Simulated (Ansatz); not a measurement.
Calculated with Ansatz (gas phase, PBE0-D4/def2-TZVP geometries, no zero-point term in ΔE). CBS: MP2 limit from def2 TZ/QZ plus the TZ coupled-cluster correction, frozen cores. This one scheme is used for every species. DFT in def2-TZVPP. Triplets are unrestricted, without spin–orbit coupling. One conformer a species, not always the lowest.

Consider the formal loss of a carbene: `CSCF` → `[CH2]` (triplet) + `FCS`.

```tsv
level	ΔE (kJ/mol)	difference from CCSD(T)/CBS
revPBE-D4	430.8	-4.1
r2SCAN-D4	413.8	-21.1
B97M-V	435.0	0.1
r2SCAN0-D4	409.0	-25.9
ωB97M-V	437.4	2.5
PBE-QIDH	430.9	-4.0
PBE	436.9	2.0
RPA@PBE/def2-TZVPP	413.6	-21.3
HF/def2-SVP	284.6	-150.3
HF/def2-TZVPP	285.5	-149.4
CCSD(T)/CBS	434.9	0
```

Largest T1 diagnostic among the species: 0.011.

At CCSD(T), def2-SVP lies −28.3 kJ/mol from the extrapolated value and def2-TZVPP −13.7 kJ/mol. In def2-TZVPP, CCSD(T) changes the Hartree–Fock value by +135.7 kJ/mol (the triples alone add +12.0 kJ/mol) and MP2 by +150.6 kJ/mol.
